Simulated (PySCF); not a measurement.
# Working out the ionisation energy of O

O [He] 2s2 2p4 (3P) → O⁺ [He] 2s2 2p3 (4S). Computed with PySCF 2.14 in jorge-DZP-DKH (4s2p1d, 15 functions), with the spin-free X2C one-electron Hamiltonian (Gaussian nucleus). Frozen: 1s2. Energies in hartree (1 hartree = 27.21139 eV):

```tsv
part	O (lower)	O⁺ (upper)
UHF	-74.857166	-74.416621
CCSD correlation	-0.112885	-0.081106
(T)	-0.001142	-0.000502
```

What does Hartree-Fock give?

(-74.416621) − (-74.857166) = 0.440545 hartree = 11.988 eV.

What do CCSD and CCSD(T) give?

The CCSD correlation energies differ by 0.031779 hartree = 0.865 eV and the triples by 0.000640 hartree = 0.017 eV, so CCSD gives 12.853 eV and CCSD(T) 12.870 eV.

Measured between the centres of the two terms (NIST): 13.608 eV, so CCSD(T) (valence) is off by -0.738 eV.

A double-zeta basis recovers only part of the correlation energy.

What remains against the reference includes basis incompleteness, the frozen core and higher excitations.
